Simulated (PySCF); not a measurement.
diaminoborane, BH5N2, SMILES NBN, point group C2v.

Level: B3LYP/pcSseg-1 in PySCF (density fitting, grid level 2); geometry and Hessian at that level, cubic constants and property derivatives from steps of ±0.6 along each species' dimensionless normal coordinates, second-order vibrational perturbation theory. The parent has the commonest isotopes.

Equilibrium geometry in the parent's principal axes a, b, c (Å):

```
atom      a      b     c
  N1  -1.24  -0.19  0.00
  B2   0.00   0.48  0.00
  N3   1.24  -0.19  0.00
  H4  -2.12   0.31  0.00
  H5  -1.35  -1.19  0.00
  H6   0.00   1.68  0.00
  H7   2.12   0.31  0.00
  H8   1.35  -1.19  0.00
```

Ground-state constants (MHz). Parent: 52553.5, 9011.8, 7695.0. A species with one ²H: 52060.0, 8353.4, 7201.7.

Problem. Which position carries the label?

Solution. Moments I = 505379/B are 9.6165, 56.0797, 65.6762 and 9.7076, 60.5002, 70.1748 u Å². With M = 44.0546 u and Δm = 1.0063 u, μ = MΔm/(M + Δm) = 0.9838 u. Kraitchman's equations give |a|, |b|, |c| = 2.116, 0.307, 0.085 Å. That is H4 or the like H7, whose equilibrium values are 2.117, 0.312, 0.000 Å.

Internal rotors are held in one well.
